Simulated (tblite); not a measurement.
A geometry optimisation, step by step.

B₂H₆Si.
SMILES with atom numbers: `[BH2:1][BH:2][SiH3:3]` (hydrogens: H4, H5 on B1; H6 on B2; H7, H8, H9 on Si3)

Computed with GFN2-xTB (tblite), gas phase: L-BFGS steps from a force-field or distance-geometry start until the largest atomic force falls under 0.01 eV/Å. 8 of its 107 geometries are shown.

Step 0: E = -195.2071 eV, largest atomic force 0.882 eV/Å
```
atom  x, y, z in Å  |  force x, y, z in eV/Å
B1      1.701    0.185   -0.277    0.211   0.176  -0.435
B2      0.393   -0.151    0.688    0.313  -0.234   0.791
Si3    -1.395   -0.070   -0.009   -0.147   0.053   0.223
H4      1.522    0.495   -1.415    0.413  -0.088   0.363
H5      2.788    0.131    0.167    0.100   0.087  -0.349
H6      0.567   -0.456    1.824   -0.094   0.064  -0.202
H7     -2.365   -0.410    1.041   -0.317   0.023  -0.182
H8     -1.530   -1.011   -1.124   -0.250  -0.040  -0.138
H9     -1.667    1.293   -0.493   -0.228  -0.040  -0.070
```

Step 15: E = -195.3232 eV, largest atomic force 0.068 eV/Å
```
atom  x, y, z in Å  |  force x, y, z in eV/Å
B1      1.761    0.192   -0.272    0.014   0.014  -0.050
B2      0.431   -0.161    0.724   -0.037  -0.017   0.055
Si3    -1.402   -0.080    0.031   -0.038   0.014   0.017
H4      1.617    0.496   -1.397    0.047   0.005   0.007
H5      2.877    0.154    0.090   -0.006  -0.008   0.013
H6      0.590   -0.460    1.854    0.005   0.015  -0.039
H7     -2.494   -0.400    0.970    0.031   0.005  -0.017
H8     -1.617   -0.992   -1.107   -0.011  -0.014  -0.001
H9     -1.749    1.257   -0.491   -0.004  -0.014   0.015
```

Step 30: E = -195.3269 eV, largest atomic force 0.112 eV/Å
```
atom  x, y, z in Å  |  force x, y, z in eV/Å
B1      1.786    0.198   -0.280   -0.031  -0.051   0.029
B2      0.424   -0.152    0.685    0.011   0.048  -0.031
Si3    -1.426   -0.089    0.031    0.059  -0.044  -0.085
H4      1.705    0.531   -1.403   -0.013   0.043   0.016
H5      2.885    0.111    0.127   -0.019  -0.027  -0.016
H6      0.580   -0.424    1.819    0.023   0.014   0.046
H7     -2.482   -0.414    1.005    0.002  -0.002  -0.006
H8     -1.669   -1.002   -1.103   -0.019   0.010   0.033
H9     -1.790    1.246   -0.479   -0.013   0.008   0.013
```

Step 45: E = -195.6506 eV, largest atomic force 0.759 eV/Å
```
atom  x, y, z in Å  |  force x, y, z in eV/Å
B1      1.857    0.136   -0.248   -0.081  -0.037   0.017
B2      0.460   -0.091    0.520    0.081   0.555  -0.149
Si3    -1.393   -0.219   -0.083   -0.683  -0.298   0.144
H4      2.017    1.056   -0.987    0.079  -0.241   0.334
H5      2.791   -0.539   -0.012    0.043   0.001  -0.328
H6      0.425    0.217    1.659    0.145   0.031   0.016
H7     -2.178   -0.574    1.121   -0.157  -0.087  -0.076
H8     -1.999   -1.075   -1.126    0.353  -0.037   0.046
H9     -1.966    1.093   -0.441    0.220   0.112  -0.005
```

Step 61: E = -195.9178 eV, largest atomic force 0.177 eV/Å
```
atom  x, y, z in Å  |  force x, y, z in eV/Å
B1      1.711    0.136   -0.246    0.022   0.072  -0.160
B2      0.462    0.077    0.743    0.037  -0.006   0.073
Si3    -1.346   -0.184    0.002    0.033   0.011   0.010
H4      1.957    1.128   -0.845    0.029  -0.130   0.117
H5      2.410   -0.772   -0.524   -0.078   0.059   0.020
H6      0.477    0.260    1.903    0.025   0.029   0.009
H7     -2.370   -0.614    0.970    0.009  -0.070  -0.010
H8     -1.437   -1.137   -1.119   -0.051   0.042   0.019
H9     -1.850    1.113   -0.482   -0.025  -0.006  -0.077
```

Step 76: E = -195.9297 eV, largest atomic force 0.020 eV/Å
```
atom  x, y, z in Å  |  force x, y, z in eV/Å
B1      1.698    0.146   -0.254    0.013  -0.005  -0.015
B2      0.464    0.124    0.755    0.007   0.003   0.017
Si3    -1.339   -0.167    0.006   -0.010   0.006  -0.013
H4      2.049    1.122   -0.810   -0.004  -0.009   0.002
H5      2.302   -0.816   -0.561   -0.005   0.005   0.006
H6      0.497    0.290    1.918   -0.005   0.002  -0.015
H7     -2.330   -0.661    0.979   -0.002  -0.009  -0.007
H8     -1.421   -1.121   -1.114    0.009   0.008   0.015
H9     -1.907    1.089   -0.517   -0.003  -0.001   0.010
```

Step 91: E = -195.9311 eV, largest atomic force 0.125 eV/Å
```
atom  x, y, z in Å  |  force x, y, z in eV/Å
B1      1.708    0.125   -0.250   -0.113   0.050   0.018
B2      0.464    0.161    0.751    0.029   0.015   0.018
Si3    -1.336   -0.160    0.002   -0.035  -0.037   0.064
H4      2.066    1.074   -0.849    0.002  -0.032   0.015
H5      2.286   -0.860   -0.524    0.044  -0.029   0.003
H6      0.476    0.385    1.906    0.017  -0.009  -0.051
H7     -2.294   -0.744    0.968    0.057   0.034  -0.058
H8     -1.396   -1.073   -1.153   -0.003   0.024  -0.006
H9     -1.960    1.098   -0.448    0.001  -0.016  -0.004
```

Step 106: E = -195.9397 eV, largest atomic force 0.007 eV/Å
```
atom  x, y, z in Å  |  force x, y, z in eV/Å
B1      1.709    0.041   -0.231    0.000   0.004  -0.004
B2      0.451    0.314    0.707    0.000  -0.001  -0.001
Si3    -1.332   -0.144   -0.002    0.001  -0.003  -0.004
H4      2.105    0.825   -1.014   -0.002  -0.006   0.003
H5      2.277   -0.989   -0.261    0.001   0.000   0.001
H6      0.439    0.767    1.790    0.001   0.002   0.002
H7     -2.076   -1.052    0.889   -0.001   0.000  -0.001
H8     -1.375   -0.805   -1.318    0.000   0.005   0.005
H9     -2.183    1.050   -0.158   -0.001  -0.002   0.000
```

Task: Summarise the path.

Result: The energy falls by 70.68 kJ/mol from step 0 to step 106; nine tenths of that is first reached at step 54. It rises by more than 0.2 meV at steps 33, 37, 38, 95, 98, 101 and 104. The largest force goes from 0.882 to 0.007 eV/Å. Among the bonds B1–B2 changes most, from 1.660 to 1.593 Å; the atoms move by 0.754 Å rms after alignment.

Task: Follow the three bonds and two angles with the largest change from start to end.

Result: 
```
step  E above end (kJ/mol)  largest force (eV/Å)  B1–B2 (Å)  B2–Si3 (Å)  B1–H4 (Å)  B1–B2–H6 (°)  B2–Si3–H8 (°)
   0                 70.68                 0.882      1.660       1.921      1.193         119.5          109.6
   5                 61.00                 0.306      1.694       1.963      1.167         122.7          112.0
   9                 59.78                 0.120      1.705       1.958      1.177         121.1          112.5
  14                 59.51                 0.049      1.698       1.962      1.175         120.8          112.6
  18                 59.39                 0.039      1.701       1.963      1.174         119.7          112.4
  23                 59.31                 0.031      1.701       1.960      1.174         119.7          112.6
  28                 59.20                 0.048      1.703       1.963      1.175         119.4          112.7
  32                 58.69                 0.346      1.706       1.968      1.174         117.7          115.9
  37                 56.83                 0.422      1.660       1.984      1.166         116.4          121.9
  41                 44.96                 0.801      1.626       1.983      1.150         116.1          123.8
  46                 24.93                 0.757      1.606       1.958      1.196         116.9          130.6
  51                  8.12                 0.188      1.596       1.966      1.178         120.0          122.1
  55                  6.10                 0.295      1.599       1.970      1.175         121.8          121.3
  60                  2.35                 0.174      1.596       1.970      1.184         126.2          115.4
  65                  1.42                 0.081      1.596       1.977      1.179         129.9          115.6
  69                  1.02                 0.076      1.594       1.976      1.177         127.6          115.4
  74                  0.98                 0.023      1.594       1.974      1.177         127.5          115.8
  78                  0.95                 0.014      1.595       1.974      1.176         126.9          115.4
  83                  0.94                 0.020      1.594       1.974      1.176         127.1          115.2
  88                  0.92                 0.036      1.595       1.974      1.177         126.9          115.3
  92                  0.75                 0.126      1.597       1.975      1.178         128.2          116.2
  97                  0.23                 0.038      1.592       1.972      1.175         128.3          117.1
 101                  0.90                 0.304      1.599       1.975      1.187         128.2          116.5
 106                  0.00                 0.007      1.593       1.973      1.177         128.1          116.8
```

The cost below is that of the whole relaxation. Hardware: Arm Neoverse V1, one thread, on a shared host. Cost: 0.36 s of wall time.
